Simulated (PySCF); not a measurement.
dimethyl ether (C₂H₆O), SMILES COC. Atoms are numbered in the order given.

```xyz
9

C      1.1699     0.0000    -0.1978
O      0.0000     0.0000     0.5985
C     -1.1699     0.0000    -0.1978
H      1.2221    -0.8974    -0.8454
H      1.2221     0.8974    -0.8454
H      2.0302     0.0000     0.4838
H     -1.2221    -0.8974    -0.8454
H     -2.0302     0.0000     0.4838
H     -1.2221     0.8974    -0.8454
```
Charge 0, spin multiplicity 1.

Geometry: PBE-D3(BJ)/def2-TZVP.

All values below come from PBE-D3(BJ)/def2-TZVP run with PySCF 2.14.0.

Harmonic, unscaled wavenumbers; measured fundamentals usually lie a few per cent lower.

```json
[
 {"mode": "1", "ν (cm⁻¹)": "217", "IR (km/mol)": "0.0", "moving atoms (share of kinetic energy)": "H 97 %"},
 {"mode": "2", "ν (cm⁻¹)": "244", "IR (km/mol)": "5.3", "moving atoms (share of kinetic energy)": "H 76 %, O 18 %"},
 {"mode": "3", "ν (cm⁻¹)": "401", "IR (km/mol)": "2.2", "moving atoms (share of kinetic energy)": "H 41 %, C 36 %, O 23 %"},
 {"mode": "4", "ν (cm⁻¹)": "923", "IR (km/mol)": "35.3", "moving atoms (share of kinetic energy)": "C 56 %, O 27 %, H 18 %"},
 {"mode": "5", "ν (cm⁻¹)": "1088", "IR (km/mol)": "32.3", "moving atoms (share of kinetic energy)": "H 57 %, C 32 %, O 11 %"},
 {"mode": "6", "ν (cm⁻¹)": "1119", "IR (km/mol)": "0.0", "moving atoms (share of kinetic energy)": "H 81 %, C 19 %"},
 {"mode": "7", "ν (cm⁻¹)": "1149", "IR (km/mol)": "5.6", "moving atoms (share of kinetic energy)": "H 72 %, C 18 %, O 10 %"},
 {"mode": "8", "ν (cm⁻¹)": "1152", "IR (km/mol)": "98.1", "moving atoms (share of kinetic energy)": "O 43 %, C 33 %, H 24 %"},
 {"mode": "9", "ν (cm⁻¹)": "1222", "IR (km/mol)": "4.5", "moving atoms (share of kinetic energy)": "H 60 %, C 25 %, O 15 %"},
 {"mode": "10", "ν (cm⁻¹)": "1404", "IR (km/mol)": "2.0", "moving atoms (share of kinetic energy)": "H 89 %"},
 {"mode": "11", "ν (cm⁻¹)": "1425", "IR (km/mol)": "0.0", "moving atoms (share of kinetic energy)": "H 96 %"},
 {"mode": "12", "ν (cm⁻¹)": "1431", "IR (km/mol)": "0.0", "moving atoms (share of kinetic energy)": "H 86 %, C 14 %"},
 {"mode": "13", "ν (cm⁻¹)": "1433", "IR (km/mol)": "14.0", "moving atoms (share of kinetic energy)": "H 96 %"},
 {"mode": "14", "ν (cm⁻¹)": "1443", "IR (km/mol)": "13.6", "moving atoms (share of kinetic energy)": "H 96 %"},
 {"mode": "15", "ν (cm⁻¹)": "1463", "IR (km/mol)": "2.6", "moving atoms (share of kinetic energy)": "H 95 %"},
 {"mode": "16", "ν (cm⁻¹)": "2886", "IR (km/mol)": "60.2", "moving atoms (share of kinetic energy)": "H 97 %"},
 {"mode": "17", "ν (cm⁻¹)": "2898", "IR (km/mol)": "64.3", "moving atoms (share of kinetic energy)": "H 97 %"},
 {"mode": "18", "ν (cm⁻¹)": "2930", "IR (km/mol)": "142.2", "moving atoms (share of kinetic energy)": "H 91 %, C 9 %"},
 {"mode": "19", "ν (cm⁻¹)": "2938", "IR (km/mol)": "0.0", "moving atoms (share of kinetic energy)": "H 90 %, C 10 %"},
 {"mode": "20", "ν (cm⁻¹)": "3050", "IR (km/mol)": "29.3", "moving atoms (share of kinetic energy)": "H 91 %, C 9 %"},
 {"mode": "21", "ν (cm⁻¹)": "3051", "IR (km/mol)": "20.8", "moving atoms (share of kinetic energy)": "H 91 %, C 9 %"}
]
```
